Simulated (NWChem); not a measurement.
System: CH₃, doublet; SMILES [CH3]

Here is an NWChem input.

```
start job
memory heap 200 mb stack 900 mb global 1100 mb
geometry units angstroms noautosym nocenter noautoz
  C      0.000000     0.000000     0.000000
  H     -0.770946    -0.770946     0.000000
  H     -0.282186     1.053132     0.000000
  H      1.053132    -0.282186     0.000000
end
basis spherical
  * library def2-svp
end
dft
  odft
  mult 2
  xc m06-2x
  iterations 150
end
cosmo
  do_cosmo_smd true
  solvent ether
end
task dft energy
```

NWChem printed, in part:

```
             Northwest Computational Chemistry Package (NWChem) 7.3.0
             --------------------------------------------------------

                             Geometry "geometry" -> ""
                             -------------------------

 Output coordinates in angstroms (scale by  1.889725989 to convert to a.u.)

  No.       Tag          Charge          X              Y              Z
 ---- ---------------- ---------- -------------- -------------- --------------
    1 C                    6.0000     0.00000000     0.00000000     0.00000000
    2 H                    1.0000    -0.77094600    -0.77094600     0.00000000
    3 H                    1.0000    -0.28218600     1.05313200     0.00000000
    4 H                    1.0000     1.05313200    -0.28218600     0.00000000

 Effective nuclear repulsion energy (a.u.)       9.5771077529

                                 NWChem DFT Module
                                 -----------------

 Summary of "ao basis" -> "ao basis" (spherical)
 ------------------------------------------------------------------------------
       Tag                 Description            Shells   Functions and Types
 ---------------- ------------------------------  ------  ---------------------
 C                          def2-svp                 6       14   3s2p1d
 H                          def2-svp                 3        5   2s1p

 in cosmo_initialize ...
 calling solv_data for solv:ether

 solvent parameters
 solvname_short: ether
 solvname_long:  diethyl ether
 dielec:        4.2400
 dielecinf:     1.8295
 nonaqueous SMD model solvent descriptors
 dielec:        4.2400
 sola:          0.0000
 solb:          0.4100
 solc:          0.0000
 solg:         23.9600
 solh:          0.0000
 soln:          1.3526

          ---------------
          -cosmo- solvent
          ---------------
 Cosmo: York-Karplus, doi: 10.1021/jp992097l
 dielectric constant -eps-     =   4.24
 screen = (eps-1)/(eps    )    =   0.76415
 surface charge correction     = lagrangian

   van der Waals surface
 --------------------------

 ---------- ATOMIC COORDINATES (A.U.) ------------ VDWR(ANG.) --
     1    0.00000000    0.00000000    0.00000000     1.850
     2   -1.45687669   -1.45687669    0.00000000     1.200
     3   -0.53325422    1.99013091    0.00000000     1.200
     4    1.99013091   -0.53325422    0.00000000     1.200
 number of segments per atom =        128
 number of   points per atom =        128
 atom (   nspa,  nppa )
 ----------------------
    1 (     94,     0 )       0
    2 (     56,     0 )       0
    3 (     52,     0 )       0
    4 (     52,     0 )       0
 number of -cosmo- surface points =      254
 molecular surface =     47.188 angstrom**2
 molecular volume  =     29.754 angstrom**3
 -lineq- algorithm             =   0
 -bem- low  level              =   3
 -bem- from -octahedral-
 gaussian surface charge width =   4.50000
 degree of switching           =   1.00000
 switching function tolerance  =   0.00010
 atomic radii =
 --------------
    1  6.000  1.850
    2  1.000  1.200
    3  1.000  1.200
    4  1.000  1.200
 ...... end of -cosmo- initialization ......

 nat:                     4
 ixmem:                  1008
 calling mnsol_interface()
 G(SMD-CDS) energy (kcal/mol)  =     1.789
 SMD-CDS SASA (angstrom**2)    =    66.562

            General Information
            -------------------
          SCF calculation type: DFT
          Wavefunction type:  spin polarized.
          No. of atoms     :     4
          No. of electrons :     9
           Alpha electrons :     5
            Beta electrons :     4
          Charge           :     0
          Spin multiplicity:     2
          Use of symmetry is: off; symmetry adaption is: off
          Maximum number of iterations: 150
          AO basis - number of functions:    29
                     number of shells:    15
          Convergence on energy requested:  1.00D-06
          Convergence on density requested:  1.00D-05
          Convergence on gradient requested:  5.00D-04

              XC Information
              --------------
                       M06-2X Method XC Functional
                     Hartree-Fock (Exact) Exchange  0.540
                        M06-2X Exchange Functional  1.000
                      M06-2X Correlation Potential  1.000

             Grid Information
             ----------------
          Grid used for XC integration:  medium
          Radial quadrature: Mura-Knowles
          Angular quadrature: Lebedev.
          Tag              B.-S. Rad. Rad. Pts. Rad. Cut. Ang. Pts.
          ---              ---------- --------- --------- ---------
          C                   0.70       49           6.0       434
          H                   0.35       45           7.0       434
          Grid pruning is: on
          Number of quadrature shells:   184
          Spatial weights used:  Erf1

      Superposition of Atomic Density Guess
      -------------------------------------

 Sum of atomic energies:         -39.12264755

      Non-variational initial energy
      ------------------------------

 Total energy =     -39.426453
 1-e energy   =     -70.253041
 2-e energy   =      21.249480
 HOMO         =      -0.170146
 LUMO         =       0.127842

   convergence    iter        energy       DeltaE   RMS-Dens  Diis-err
 ---------------- ----- ----------------- --------- --------- ---------
     COSMO gas phase
 d= 0,ls=0.0,diis     1    -39.7642722354 -4.93D+01  3.67D-03  1.15D-02
                                                     3.48D-03  1.50D-02
 d= 0,ls=0.0,diis     2    -39.7741674391 -9.90D-03  6.38D-04  1.75D-04
                                                     1.32D-03  1.31D-03
 d= 0,ls=0.0,diis     3    -39.7744436058 -2.76D-04  5.34D-04  3.99D-04
                                                     2.33D-04  8.48D-05
 d= 0,ls=0.0,diis     4    -39.7746075565 -1.64D-04  1.61D-04  2.81D-06
                                                     2.06D-04  2.83D-05
 d= 0,ls=0.0,diis     5    -39.7746283983 -2.08D-05  4.59D-05  5.36D-07
                                                     5.90D-05  9.09D-07
  Resetting Diis
 d= 0,ls=0.0,diis     6    -39.7746295353 -1.14D-06  4.03D-06  1.19D-08
                                                     5.35D-06  7.25D-09
 d= 0,ls=0.0,diis     7    -39.7746295463 -1.10D-08  4.83D-07  1.34D-10
                                                     3.03D-07  1.32D-10

[...]

                                COSMO-SMD solvation results
                                ---------------------------

             internal energy in gas <Psi(g)|H|Psi(g)> =       -39.774629546289
         internal energy in solvent <Psi(s)|H|Psi(s)> =       -39.774570668913
                               delta internal energy  =         0.000058877376 (    0.04 kcal/mol)
   total free energy in solvent <Psi(s)|H+V/2|Psi(s)> =       -39.775796376027
 polarization energy contribution <Psi(s)|V/2|Psi(s)> =        -0.001225707114 (   -0.77 kcal/mol)
    total free energy in solvent including G(SMD-CDS) =       -39.772944840117
                       G(SMD-CDS) energy contribution =         0.002851535910 (    1.79 kcal/mol)
     1 M fixed-concentration free energy of solvation =         0.001684706172 (    1.06 kcal/mol)

                    DFT Final Alpha Molecular Orbital Analysis
                    ------------------------------------------

 Vector    3  Occ=1.000000D+00  E=-4.818359D-01
              MO Center= -1.8D-01, -1.8D-01,  9.8D-12, r^2= 1.2D+00
   Bfn.  Coefficient  Atom+Function         Bfn.  Coefficient  Atom+Function
  ----- ------------  ---------------      ----- ------------  ---------------
    15      0.363991  2 H  s                  4     -0.324271  1 C  px
     5     -0.324271  1 C  py                20     -0.182010  3 H  s
    25     -0.182011  4 H  s                  7     -0.130628  1 C  px
     8     -0.130628  1 C  py                16      0.120618  2 H  s
    21     -0.060292  3 H  s                 26     -0.060292  4 H  s

 Vector    4  Occ=1.000000D+00  E=-4.818289D-01
              MO Center=  1.8D-01,  1.8D-01, -3.4D-11, r^2= 1.2D+00
   Bfn.  Coefficient  Atom+Function         Bfn.  Coefficient  Atom+Function
  ----- ------------  ---------------      ----- ------------  ---------------
     4      0.324282  1 C  px                 5     -0.324283  1 C  py
    20     -0.315217  3 H  s                 25      0.315216  4 H  s
     7      0.130663  1 C  px                 8     -0.130663  1 C  py
    21     -0.104402  3 H  s                 26      0.104402  4 H  s

 Vector    5  Occ=1.000000D+00  E=-2.852486D-01
              MO Center= -5.4D-06, -5.4D-06, -7.3D-12, r^2= 1.1D+00
   Bfn.  Coefficient  Atom+Function         Bfn.  Coefficient  Atom+Function
  ----- ------------  ---------------      ----- ------------  ---------------
     6      0.605574  1 C  pz                 9      0.520038  1 C  pz

 Vector    6  Occ=0.000000D+00  E= 1.281293D-01
              MO Center= -4.1D-04, -4.1D-04, -2.1D-11, r^2= 4.5D+00
   Bfn.  Coefficient  Atom+Function         Bfn.  Coefficient  Atom+Function
  ----- ------------  ---------------      ----- ------------  ---------------
     3      2.502199  1 C  s                 16     -1.225357  2 H  s
    21     -1.224602  3 H  s                 26     -1.224602  4 H  s
     2      0.280398  1 C  s                  1     -0.151270  1 C  s
    15     -0.057421  2 H  s                 20     -0.057463  3 H  s
    25     -0.057463  4 H  s

 Vector    7  Occ=0.000000D+00  E= 1.880048D-01
              MO Center= -5.4D-01, -5.4D-01,  2.2D-11, r^2= 3.9D+00
   Bfn.  Coefficient  Atom+Function         Bfn.  Coefficient  Atom+Function
  ----- ------------  ---------------      ----- ------------  ---------------
    16      2.014225  2 H  s                 21     -1.007574  3 H  s
    26     -1.007572  4 H  s                  7      0.938787  1 C  px
     8      0.938789  1 C  py                 4      0.245500  1 C  px
     5      0.245501  1 C  py                15      0.075562  2 H  s
    20     -0.037818  3 H  s                 25     -0.037818  4 H  s

 Vector    8  Occ=0.000000D+00  E= 1.880237D-01
              MO Center=  5.4D-01,  5.4D-01, -6.0D-11, r^2= 3.9D+00
   Bfn.  Coefficient  Atom+Function         Bfn.  Coefficient  Atom+Function
  ----- ------------  ---------------      ----- ------------  ---------------
    21      1.744628  3 H  s                 26     -1.744630  4 H  s
     7      0.938829  1 C  px                 8     -0.938828  1 C  py
     4      0.245489  1 C  px                 5     -0.245489  1 C  py
    20      0.065518  3 H  s                 25     -0.065518  4 H  s

                     DFT Final Beta Molecular Orbital Analysis
                     -----------------------------------------

 Vector    2  Occ=1.000000D+00  E=-7.120576D-01
              MO Center= -4.5D-05, -4.5D-05,  1.3D-11, r^2= 1.0D+00
   Bfn.  Coefficient  Atom+Function         Bfn.  Coefficient  Atom+Function
  ----- ------------  ---------------      ----- ------------  ---------------
     2      0.462808  1 C  s                  1     -0.244471  1 C  s
    15      0.209075  2 H  s                 20      0.209051  3 H  s
    25      0.209051  4 H  s                  3      0.193399  1 C  s
    16      0.039209  2 H  s                 21      0.039210  3 H  s
    26      0.039210  4 H  s

 Vector    3  Occ=1.000000D+00  E=-4.686437D-01
              MO Center= -2.0D-01, -2.0D-01,  8.8D-12, r^2= 1.2D+00
   Bfn.  Coefficient  Atom+Function         Bfn.  Coefficient  Atom+Function
  ----- ------------  ---------------      ----- ------------  ---------------
    15      0.379372  2 H  s                  4     -0.303469  1 C  px
     5     -0.303469  1 C  py                20     -0.189699  3 H  s
    25     -0.189699  4 H  s                 16      0.148797  2 H  s
     7     -0.121108  1 C  px                 8     -0.121108  1 C  py
    21     -0.074385  3 H  s                 26     -0.074385  4 H  s

 Vector    4  Occ=1.000000D+00  E=-4.686323D-01
              MO Center=  2.0D-01,  2.0D-01, -2.1D-11, r^2= 1.2D+00
   Bfn.  Coefficient  Atom+Function         Bfn.  Coefficient  Atom+Function
  ----- ------------  ---------------      ----- ------------  ---------------
    20     -0.328537  3 H  s                 25      0.328537  4 H  s
     4      0.303477  1 C  px                 5     -0.303478  1 C  py
    21     -0.128809  3 H  s                 26      0.128809  4 H  s
     7      0.121145  1 C  px                 8     -0.121145  1 C  py

 Vector    5  Occ=0.000000D+00  E=-1.274431D-02
              MO Center= -7.2D-06, -7.2D-06, -2.2D-11, r^2= 1.6D+00
   Bfn.  Coefficient  Atom+Function         Bfn.  Coefficient  Atom+Function
  ----- ------------  ---------------      ----- ------------  ---------------
     9      0.715592  1 C  pz                 6      0.402014  1 C  pz

 Vector    6  Occ=0.000000D+00  E= 1.348025D-01
              MO Center= -3.5D-04, -3.5D-04, -3.5D-12, r^2= 4.6D+00
   Bfn.  Coefficient  Atom+Function         Bfn.  Coefficient  Atom+Function
  ----- ------------  ---------------      ----- ------------  ---------------
     3      2.554378  1 C  s                 16     -1.254721  2 H  s
    21     -1.254045  3 H  s                 26     -1.254045  4 H  s
     2      0.258801  1 C  s                  1     -0.151143  1 C  s

 Vector    7  Occ=0.000000D+00  E= 1.947924D-01
              MO Center= -5.4D-01, -5.4D-01, -1.5D-12, r^2= 4.0D+00
   Bfn.  Coefficient  Atom+Function         Bfn.  Coefficient  Atom+Function
  ----- ------------  ---------------      ----- ------------  ---------------
    16      2.055766  2 H  s                 21     -1.028273  3 H  s
    26     -1.028273  4 H  s                  7      0.954090  1 C  px
     8      0.954090  1 C  py                 4      0.235575  1 C  px
     5      0.235575  1 C  py                15      0.028658  2 H  s

   alpha - beta orbital overlaps
   -----------------------------

   alpha      1      2      3      4      5      6      7      8      9     10
    beta      1      2      3      4      5      6      7      8      9     10
 overlap   1.000  0.999  0.999  0.999  0.981  0.998  0.999  0.999  0.999  0.999

   alpha     11     12     13     14     15     16     17     18     19     20
    beta     11     12     13     14     15     16     17     18     19     20
 overlap   0.993  0.981  0.993  0.999  0.999  1.000  1.000  1.000  1.000  1.000

   alpha     21     22     23     24     25     26     27     28     29
    beta     21     22     25     26     23     24     27     29     28
 overlap   1.000  0.998  1.000  1.000  1.000  1.000  0.998  1.000  1.000

     --------------------------
     Expectation value of S2:
     --------------------------
      <S2> =      0.7551 (Exact =     0.7500)

     Multipole analysis of the density
     ---------------------------------

     L   x y z        total         alpha         beta         nuclear
     -   - - -        -----         -----         ----         -------
     0   0 0 0     -0.000000     -5.000000     -4.000000      9.000000

     1   1 0 0      0.000153      0.000078      0.000075      0.000000
     1   0 1 0      0.000153      0.000078      0.000075      0.000000
     1   0 0 1      0.000000      0.000000     -0.000000      0.000000

     2   2 0 0     -5.243866     -6.060138     -5.551199      6.367471
     2   1 1 0     -0.000069     -0.000029     -0.000037     -0.000002
     2   1 0 1     -0.000000      0.000000     -0.000000      0.000000
     2   0 2 0     -5.243866     -6.060138     -5.551199      6.367471
     2   0 1 1      0.000000      0.000000      0.000000      0.000000
     2   0 0 2     -6.518440     -4.452337     -2.066103      0.000000
```

Level: M06-2X/def2-SVP, spin-unrestricted, SMD on the gas-phase geometry. In the optimisation the excess spin sits in a2" (D3h, its own frame). Structure relaxed at the PBE0/def2-SVP, spin-unrestricted level. No stability test was run on the SCF state. Solvent: diethyl ether.
